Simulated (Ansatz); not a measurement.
# C3H6O (SMILES CC1CO1), step by step

Aim: a series of 18 runs (HF/STO-3G, UHF/STO-3G, HF/3-21G, UHF/3-21G, HF/6-31G*, UHF/6-31G*, B3LYP/6-31G*, PBE/def2-SVP, and more) of C3H6O. 

The calculation is run with Ansatz 0.2.0.

## 1. Starting point

The species is C3H6O (10 atoms), meant as a singlet with charge 0. SMILES: `CC1CO1`. The coordinates come from a PBE0-D4/def2-TZVP relaxation. The run starts from this shape.

Bond lengths: C1–C2 1.495 Å, C2–C3 1.459 Å, C2–O4 1.420 Å, C3–O4 1.418 Å, C1–H5 1.091 Å, C1–H6 1.093 Å, C1–H7 1.093 Å, C2–H8 1.090 Å, C3–H9 1.088 Å, C3–H10 1.087 Å. Some angles: C1–C2–C3 122.2°, C1–C2–O4 116.7°, C3–C2–O4 59.0°, C2–C3–O4 59.1°, C2–O4–C3 61.9°, C1–C2–H8 115.7°, C3–C2–H8 117.1°, O4–C2–H8 113.3°, C2–C1–H5 110.5°, C2–C1–H6 110.6°.

## 2. A structure relaxation at HF/STO-3G (run 1)

Contents of in.yaml:

```yaml
basis:
  gaussian:
    orbitals: STO-3G
crystal:
  periodic: [false, false, false]
  atoms:
    - {symbol: C, position_ang: [0.210800, 0.403200, -1.162600]}
    - {symbol: C, position_ang: [0.448800, -0.233800, 0.169000]}
    - {symbol: C, position_ang: [-0.546800, -0.202400, 1.234900]}
    - {symbol: O, position_ang: [-0.330600, -1.380700, 0.475800]}
    - {symbol: H, position_ang: [-0.858600, 0.462700, -1.372600]}
    - {symbol: H, position_ang: [0.629100, 1.412900, -1.185300]}
    - {symbol: H, position_ang: [0.685000, -0.176600, -1.958300]}
    - {symbol: H, position_ang: [1.492600, -0.328400, 0.468200]}
    - {symbol: H, position_ang: [-1.496300, 0.297800, 1.056000]}
    - {symbol: H, position_ang: [-0.234000, -0.254600, 2.274900]}
hamiltonian:
  xc: hf
relax:
  f_tol: 0.002
output:
  orbitals: {seedname: orbitals}
```

The run is started by

```bash
ansatz run in.yaml --threads 1 --pin off --max-ram 3480MiB --events-out events.jsonl --progress --plain --runs-dir runs
```

Standard output:

```text
Warning: RAYON_NUM_THREADS=1 ignored (pool sized by the plan → 1); use --threads N
The last accepted step is kept in runs//last_step.txt (removed where the run ends without a failure and the disk answers)
[... 62 lines left out ...]
Total energy: -5156.96558363 eV, -189.5149896815 hartree
[... 10 lines left out ...]
Dipole moment:     0.086991     0.305355     0.008906 e Å
```

Run time: 5.1 s. Hardware: 1 thread of Arm Neoverse V1, shared host.

Step by step:

| step | energy from the first frame kept (eV) | largest force (eV/Å) |
| --- | --- | --- |
| 1 | 0.0000 | 1.7646 |
| 2 | -0.0651 | 0.3187 |
| 3 | -0.0682 | 0.0765 |
| 4 | -0.0687 | 0.0318 |
| 5 | -0.0690 | 0.0558 |
| 6 | -0.0688 | 0.0698 |
| 7 | -0.0692 | 0.0072 |
| 8 | -0.0693 | 0.0022 |

After the run. Bond lengths: C1–C2 1.531 Å, C2–C3 1.485 Å, C2–O4 1.433 Å, C3–O4 1.433 Å, C1–H5 1.086 Å, C1–H6 1.087 Å, C1–H7 1.087 Å, C2–H8 1.090 Å, C3–H9 1.087 Å, C3–H10 1.087 Å. Some angles: C1–C2–C3 121.7°, C1–C2–O4 118.1°, C3–C2–O4 58.8°, C2–C3–O4 58.8°, C2–O4–C3 62.4°, C1–C2–H8 114.5°, C3–C2–H8 117.4°, O4–C2–H8 114.9°, C2–C1–H5 110.4°, C2–C1–H6 110.1°.

## 3. Vibrational wavenumbers at HF/STO-3G (run 2)

Contents of in.yaml:

```yaml
crystal:
  periodic: [false, false, false]
  atoms:
    - {symbol: C, position_ang: [0.213346, 0.408131, -1.187908]}
    - {symbol: C, position_ang: [0.447573, -0.274104, 0.161991]}
    - {symbol: C, position_ang: [-0.554373, -0.203876, 1.256374]}
    - {symbol: O, position_ang: [-0.367348, -1.404880, 0.496642]}
    - {symbol: H, position_ang: [-0.844907, 0.416733, -1.429942]}
    - {symbol: H, position_ang: [0.573826, 1.432798, -1.156116]}
    - {symbol: H, position_ang: [0.745090, -0.118855, -1.975334]}
    - {symbol: H, position_ang: [1.496062, -0.362880, 0.447636]}
    - {symbol: H, position_ang: [-1.486464, 0.332479, 1.094798]}
    - {symbol: H, position_ang: [-0.222805, -0.225446, 2.291859]}
basis:
  gaussian:
    orbitals: STO-3G
hamiltonian:
  xc: hf
phonons:
  temperatures:
    t_min: 298.15
    t_max: 298.15
    t_step: 1
```

The run is started by

```bash
ansatz run in.yaml --threads 1 --pin off --max-ram 3480MiB --events-out events.jsonl --progress --plain --runs-dir runs
```

Standard output:

```text
Warning: RAYON_NUM_THREADS=1 ignored (pool sized by the plan → 1); use --threads N
[... 326 lines left out ...]
Total energy: -5156.96556928 eV, -189.5149891541 hartree
[... 10 lines left out ...]
Dipole moment:     0.086991     0.305355     0.008907 e Å
Vibrations: 182.41 406.87 443.15 963.77 1072.49 1099.30 1195.91 1261.32 1295.01 1357.73 1376.31 1433.61 1483.55 1687.38 1736.72 1812.20 1818.85 1838.98 3569.55 3609.36 3664.13 3747.78 3758.54 3765.43 cm⁻¹, zero-point energy 2.763631 eV
```

Wall time 22 s (1 thread of Arm Neoverse V1, shared host).

Runs 3 to 14 aren't shown in full; the table further down has their settings and results.

## 4. A structure relaxation at PBE/def2-SVP (run 15)

Contents of job.yaml:

```yaml
crystal:
  periodic: [false, false, false]
  atoms:
    - {symbol: C, position_ang: [0.210800, 0.403200, -1.162600]}
    - {symbol: C, position_ang: [0.448800, -0.233800, 0.169000]}
    - {symbol: C, position_ang: [-0.546800, -0.202400, 1.234900]}
    - {symbol: O, position_ang: [-0.330600, -1.380700, 0.475800]}
    - {symbol: H, position_ang: [-0.858600, 0.462700, -1.372600]}
    - {symbol: H, position_ang: [0.629100, 1.412900, -1.185300]}
    - {symbol: H, position_ang: [0.685000, -0.176600, -1.958300]}
    - {symbol: H, position_ang: [1.492600, -0.328400, 0.468200]}
    - {symbol: H, position_ang: [-1.496300, 0.297800, 1.056000]}
    - {symbol: H, position_ang: [-0.234000, -0.254600, 2.274900]}
basis:
  gaussian: {orbitals: def2-SVP}
hamiltonian: {xc: pbe}
relax: {f_tol: 0.002}
output: {orbitals: {seedname: orbitals}}
```

The run is started by

```bash
ansatz run job.yaml --threads 1 --pin off --max-ram 3480MiB --events-out events.jsonl --progress --plain --runs-dir runs
```

Standard output:

```text
Warning: RAYON_NUM_THREADS=1 ignored (pool sized by the plan → 1); use --threads N
[... 1 set-up line as earlier in the session ...]
[... 17 lines left out ...]
965 factors; their error is unknown
[... 11 lines left out ...]
965 factors; their error is unknown
[... 6 lines left out ...]
965 factors; their error is unknown
[... 5 lines left out ...]
965 factors; their error is unknown
[... 5 lines left out ...]
965 factors; their error is unknown
[... 5 lines left out ...]
965 factors; their error is unknown
[... 4 lines left out ...]
965 factors; their error is unknown
[... 4 lines left out ...]
Total energy: -5244.29878263 eV, -192.7244255484 hartree
[... 10 lines left out ...]
Dipole moment:     0.091558     0.361448     0.009436 e Å
```

Wall time 21 s (1 thread of Arm Neoverse V1, shared host); peak memory 0.11 GiB.

Steps, from the record of the run:

| step | energy from the first frame kept (eV) | largest force (eV/Å) |
| --- | --- | --- |
| 1 | 0.0000 | 0.7017 |
| 2 | -0.0437 | 0.2461 |
| 3 | -0.0484 | 0.0416 |
| 4 | -0.0485 | 0.0162 |
| 5 | -0.0485 | 0.0150 |
| 6 | -0.0485 | 0.0038 |
| 7 | -0.0485 | 0.0060 |
| 8 | -0.0485 | 0.0004 |

After the run. Bond lengths: C1–C2 1.508 Å, C2–C3 1.476 Å, C2–O4 1.433 Å, C3–O4 1.428 Å, C1–H5 1.108 Å, C1–H6 1.110 Å, C1–H7 1.110 Å, C2–H8 1.110 Å, C3–H9 1.108 Å, C3–H10 1.108 Å. Some angles: C1–C2–C3 122.6°, C1–C2–O4 116.9°, C3–C2–O4 58.8°, C2–C3–O4 59.1°, C2–O4–C3 62.1°, C1–C2–H8 115.2°, C3–C2–H8 117.0°, O4–C2–H8 113.8°, C2–C1–H5 110.8°, C2–C1–H6 110.9°.

Runs 16 to 17 aren't shown in full; the table further down has their settings and results.

## 5. The harmonic vibrations at MP2/6-31G(d) (Cartesian functions) (run 18)

Contents of in.yaml:

```yaml
crystal:
  periodic: [false, false, false]
  atoms:
    - {symbol: C, position_ang: [0.213591, 0.408222, -1.166403]}
    - {symbol: C, position_ang: [0.456414, -0.227838, 0.172008]}
    - {symbol: C, position_ang: [-0.548938, -0.198992, 1.237949]}
    - {symbol: O, position_ang: [-0.332539, -1.398863, 0.467015]}
    - {symbol: H, position_ang: [-0.859790, 0.464404, -1.362547]}
    - {symbol: H, position_ang: [0.634003, 1.418269, -1.198122]}
    - {symbol: H, position_ang: [0.678316, -0.182812, -1.960451]}
    - {symbol: H, position_ang: [1.500807, -0.325528, 0.472225]}
    - {symbol: H, position_ang: [-1.499999, 0.299120, 1.057986]}
    - {symbol: H, position_ang: [-0.241865, -0.255883, 2.280341]}
basis:
  gaussian:
    orbitals: "6-31G*"
correlation:
  method: mp2
phonons:
  temperatures: {t_min: 298.15, t_max: 298.15, t_step: 1}
```

The run is started by

```bash
ansatz run in.yaml --threads 1 --pin off --max-ram 3480MiB --events-out events.jsonl --progress --plain --runs-dir runs
```

Standard output:

```text
Warning: RAYON_NUM_THREADS=1 ignored (pool sized by the plan → 1); use --threads N
[... 26 lines left out ...]
4 core orbitals not correlated: weight in the atoms' cores, before any rotation towards them, 1.000 or more for the frozen orbitals, at most 0.000 for the correlated occupied ones
[... 145 lines left out ...]
4 core orbitals not correlated: weight in the atoms' cores, before any rotation towards them, 1.000 or more for the frozen orbitals, at most 0.000 for the correlated occupied ones
[... 144 lines left out ...]
4 core orbitals not correlated: weight in the atoms' cores, before any rotation towards them, 1.000 or more for the frozen orbitals, at most 0.000 for the correlated occupied ones
[... 144 lines left out ...]
Dipole moment:     0.104477     0.423099     0.035940 e Å
[... 1 line left out ...]
Checks for a lower state left out: cluster_reference
```

It took 1.8 min on 1 thread of Arm Neoverse V1, shared host; peak memory 0.14 GiB.

## 6. Overview of the runs

| run | level | task | walk f tol | partner | energy (Eh) | dipole moment (D) | wall time |
| --- | --- | --- | --- | --- | --- | --- | --- |
| 1 | HF/STO-3G | optimise | 0.002 | base | -189.514990 | 1.53 | 5.1 s |
| 2 | HF/STO-3G | frequencies | – | base | -189.514989 | 1.53 | 22 s |
| 3 | UHF/STO-3G | energy | – | cation | -189.269694 | – | 0.22 s |
| 4 | UHF/STO-3G | optimise | – | cation | -189.285956 | – | 4.8 s |
| 5 | HF/3-21G | optimise | 0.002 | base | -190.827716 | 2.75 | 4.8 s |
| 6 | HF/3-21G | frequencies | – | base | -190.827716 | 2.75 | 21 s |
| 7 | UHF/3-21G | energy | – | cation | -190.511463 | – | 0.44 s |
| 8 | UHF/3-21G | optimise | – | cation | -190.529944 | – | 7.2 s |
| 9 | HF/6-31G* (Cartesian functions) | optimise | 0.002 | base | -191.909737 | 2.26 | 8.7 s |
| 10 | HF/6-31G* (Cartesian functions) | frequencies | – | base | -191.909737 | 2.26 | 54 s |
| 11 | UHF/6-31G* (Cartesian functions) | energy | – | cation | -191.580513 | – | 1.6 s |
| 12 | UHF/6-31G* (Cartesian functions) | optimise | – | cation | -191.592917 | – | 13 s |
| 13 | B3LYP/6-31G* (Cartesian functions) | optimise | 0.002 | base | -193.108515 | 1.97 | 19 s |
| 14 | B3LYP/6-31G* (Cartesian functions) | frequencies | – | base | -193.108515 | 1.97 | 1.8 min |
| 15 | PBE/def2-SVP | optimise | 0.002 | base | -192.724426 | 1.79 | 21 s |
| 16 | PBE/def2-SVP | frequencies | – | base | -192.724426 | 1.79 | 85 s |
| 17 | MP2/6-31G* (Cartesian functions) | optimise | 0.002 | base | -192.477700 | 2.10 | 15 s |
| 18 | MP2/6-31G* (Cartesian functions) | frequencies | – | base | -192.477700 | 2.10 | 1.8 min |

## 7. Results

| quantity | value |
| --- | --- |
| run 18, MP2/6-31G*: total energy | -192.47770 Eh |
| run 18, MP2/6-31G*: dipole moment (correlated density) | 2.10 D |
| run 18, MP2/6-31G*: correlation energy (4 core orbitals frozen) | -570.3 mEh |
| run 18, MP2/6-31G*: largest force on an atom | 0.002 eV/Å |
| run 18, MP2/6-31G*: lowest harmonic wavenumber | 217 cm⁻¹ |
| run 18, MP2/6-31G*: highest harmonic wavenumber | 3262 cm⁻¹ |
| run 18, MP2/6-31G*: zero-point energy | 230.5 kJ/mol |
| vertical ionisation energy (to the doublet cation), HF/STO-3G | 6.675 eV |
| vertical ionisation energy (to the doublet cation), HF/3-21G | 8.606 eV |
| vertical ionisation energy (to the doublet cation), HF/6-31G* | 8.959 eV |
| adiabatic ionisation energy (to the doublet cation, no zero-point term), HF/STO-3G | 6.232 eV |
| adiabatic ionisation energy (to the doublet cation, no zero-point term), HF/3-21G | 8.103 eV |
| adiabatic ionisation energy (to the doublet cation, no zero-point term), HF/6-31G* | 8.621 eV |

What this shows: At HF/STO-3G: the vertical ionisation energy comes to 6.67 eV (154 kcal/mol). In a minimal basis such a difference can be off by several eV, whatever the method. At HF/3-21G: removing an electron at fixed nuclei costs 8.61 eV (830 kJ/mol). At HF/6-31G*: the vertical ionisation energy comes to 8.96 eV (207 kcal/mol). At HF/STO-3G: the adiabatic ionisation energy (to the doublet cation, no zero-point term) is 6.23 eV (601 kJ/mol). At HF/3-21G: the adiabatic ionisation energy (to the doublet cation, no zero-point term) is 8.10 eV (187 kcal/mol). Totals of different functionals can't be ranked against each other. In runs 1, 2, 3, 4 the basis is minimal, so the values are rough. All runs together took 8.3 min, the longest 1.8 min.
